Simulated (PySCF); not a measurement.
Spin states of LiAl⁺

Unrestricted PBE0; Li def2-SVPD, Al def2-SVPD; no relativity (PySCF 2.14). Outer shells of the fragments: Li+ closed shells only; Al 3s2 3p1.

Followed along the bond (rough minima from three points):

| 2Ms+1 | unpaired | ⟨S²⟩ at the start | R at minimum (Å) | Te (eV) |
| --- | --- | --- | --- | --- |
| 2 | σ ↑ | 0.76 | 3.09 | 0.00 |
| 2 | π ↑ | 0.76 | 2.88 | 0.96 |
| 4 | σ ↑↑, π ↑ | 3.75 | none in the scan | ≤ 3.84 |

Solutions found at the starting distance of 2.580 Å, counted from the lowest of them; the search is not exhaustive and high or unbound solutions are not listed, so other states can lie among these:

| 2Ms+1 | unpaired | term | E (eV) | ⟨S²⟩ | ⟨Lz²⟩ | μ (D) |
| --- | --- | --- | --- | --- | --- | --- |
| 2 | σ ↑ | ²Σ⁺ | 0.00 | 0.76 | 0.00 | -6.00 |
| 2 | π ↑ | ²Π | 0.83 | 0.76 | 1.01 | -5.52 |
| 4 | σ ↑↑, π ↑ | ⁴Π | 3.88 | 3.75 | 1.00 | -6.24 |
| 4 | σ ↑, π ↑↑ | ⁴Σ⁻ | 4.77 | 3.75 | 0.00 | -5.58 |
| 2 | σ ↑↑, π ↓ | mixed | 5.02 | 1.75 | 1.00 | -6.05 |
| 4 | σ ↑↑↑ | ⁴Σ⁺ | 7.58 | 3.75 | 0.00 | 4.26 |
| 4 | σ ↑, π ↑↑ | mixed | 8.79 | 3.75 | 2.00 | 0.85 |

A term symbol is given only where ⟨S²⟩ and ⟨Lz²⟩ are close to those of a pure state; real π, δ and φ orbitals otherwise mix terms. A positive dipole points towards Al; it is taken about the centre of mass and depends on that origin.

Task: Compare the gap between the two lowest followed solutions at the starting distance with the gap between their minima.

Result: At PBE0 the second solution (doublet, unpaired electrons π ↑) lies +0.83 eV from the first (doublet, unpaired electrons σ ↑) at 2.580 Å and +0.96 eV at the minima; the two curves relax by different amounts, since their minima lie near 2.88 and 3.09 Å.

Counting both spins, an empty level lies below a filled one in some of these solutions, because spin and occupation are held.
